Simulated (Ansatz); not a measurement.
# Structure relaxation of AlW₃

The calculation used DFT PBE, scalar-relativistic, plane waves, PAW in Ansatz.

The start puts AlW₃ on the TiAl3 (D0_22) structure type (I4/mmm, No. 139), with Al in place of Ti, W in place of Al, at a guessed volume.

The final relaxation ran on this input, with the default PAW datasets:

```yaml
crystal:
  lattice:
    - [-1.9210406397, 1.9210406397, 4.2911557147]
    - [1.9210406397, -1.9210406397, 4.2911557147]
    - [1.9210406397, 1.9210406397, -4.2911557147]
  atoms:
    - { symbol: Al, position: [0.0, 0.0, 0.0] }
    - { symbol: W, position: [0.5, 0.5, 0.0] }
    - { symbol: W, position: [0.25, 0.75, 0.5] }
    - { symbol: W, position: [0.75, 0.25, 0.5] }
basis:
  ecutwfc: 420
kpoints:
  mp_grid: { grid: [16, 16, 16] }
hamiltonian:
  xc: pbe
scf:
  occupations: { method: gaussian, width: 0.1 }
output:
  forces: true
  stress: true
  eigenvalues: true
relax:
  adjacent_minimum: "off"
  f_tol: 0.01
  max_steps: 80
  cell: { stress_tol: 0.05 }
```

Launched as:

```bash
ansatz run input.yaml --threads 1 --pin off --max-ram 2560MiB --backend cpu --events-out ev --progress --plain --runs-dir out
```

Time: 3.3 min on 1 thread of Arm Neoverse V1, on a shared host, peak memory 0.7 GiB.

End of the output:

```
SCF converged after 7 iterations
Free energy (F): -31691.125285 eV
Harris-Foulkes:  -31691.125285 eV  (|F-HF|=1.46e-11)
Internal energy: -31691.111835 eV  (E = F + TS)
E sigma→0 (E₀):  -31691.118560 eV
Entropy (-TS):   -0.013451 eV (-3.363 meV/atom)
Fermi energy:    18.813696 eV
--- Per-component energies (eV) ---
  E_band       = -350.441345
  E_kinetic    = 1373.550223
  E_local      = -2433.530059  (includes V_loc(G=0)·N_el)
  E_nonlocal   = 13.496501
  E_hartree    = 910.108634
  E_xc         = -840.233307
  E_vxc        = -744.950936  (∫ρ·V_xc dr)
  E_paw        = -26155.409777  (= ΣΔE_a)
  E_vpaw       = -379.224161  (= ΣTr[D̂ρ^β])
  E_aug_tail   = -0.000179  (compensation charges beyond the density's cutoff)
  E_ewald      = -4559.093870
  E_smearing   = -0.013451  (= −TS)
  E_closure    = 0.000000  (closes the sum)
  Σ components = -31691.125285   (vs F -31691.125285, Δ=0.00e0)
--- Forces (eV/Å), atoms counted from 1 ---
  atom   1  Al     0.00000000     0.00000000     0.00000000
  atom   2  W      0.00000000     0.00000000     0.00000000
  atom   3  W      0.00000000     0.00000000     0.00000000
  atom   4  W      0.00000000     0.00000000     0.00000000
  max |Σ_I F_I| component: 1.26e-29 eV/Å
--- Stress (GPa, compression-positive) ---
       -0.004429       0.000000       0.000000
        0.000000      -0.004429       0.000000
        0.000000       0.000000      -0.008226
  P = ⅓ Tr σ = -0.0057 GPa (-0.057 kbar)
--- Relaxed structure (5 steps of the walk, 4 accepted, 1 SCFs on fresh bases) ---
  F+E_penalty+E_count = -31691.12528521 eV   max|allowed force component| = 9.466e-30 eV/Å   (the final SCF, on the basis selected at the relaxed cell)
  cell:  # Å, volume = 63.4373 Å³
    - [-1.923186, 1.923186, 4.287879]
    - [1.923186, -1.923186, 4.287879]
    - [1.923186, 1.923186, -4.287879]
  atoms:
    - { symbol: Al, position: [0.000000, 0.000000, 0.000000] }
    - { symbol: W, position: [0.5, 0.5, 0.000000] }
    - { symbol: W, position: [0.250000, 0.75, 0.5] }
    - { symbol: W, position: [0.75, 0.250000, 0.5] }
```

Absolute energies hang on the potentials; compare differences alone.

The result has space group I4/mmm (No. 139). Around Al lie 12 W at 2.72–2.88 Å; W on Wyckoff site b (1 atom of the primitive cell) has 4 Al at 2.72 Å and 8 W at 2.88 Å; W on Wyckoff site d (2 atoms of the primitive cell) is coordinated by 8 W at 2.72–2.88 Å and 4 Al at 2.88 Å.

Against the elements it lies at 0.21 eV/atom. The zero of energy is the elements' standard structures at the same level; no fitted shifts are applied.

For metals, differences of a few meV/atom aren't resolved. Spin–orbit coupling is left out.

Symmetry constrained the relaxation, so the result can be a saddle point.